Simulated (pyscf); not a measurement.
Structures and frequencies: ωB97X-D3(BJ)/def2-SVP in PySCF. MP2 and CC: frozen core, UHF for open shells. ΔMP2 is the change of the MP2 total energy from the triple- to the quadruple-zeta basis.

### Question
cyclic C₄H₈ (SMILES CC1CC1) → H₂C=C(CH₃)–CH₃
Surface: singlet. Broken: C–C, C–H. Formed: C–H. Give ΔE‡ and ΔE from CCSD(T)/def2-TZVPP + ΔMP2(QZVPP), relative to the reactant's lowest minimum found.

### Answer
ΔE‡ = 309.7 kJ/mol, ΔE = -39.2 kJ/mol. Zero-point energy shifts the barrier by -18.3 kJ/mol. It is a rearrangement, with an imaginary mode of 711i cm⁻¹. This is the saddle that the search found; another between the same sides may lie lower. A restricted solution here is unstable towards spin polarisation, so biradical character is likely and single-reference numbers are less safe. The CCSD(T) − MP2 part came from Ansatz, without density fitting, on the same reference.
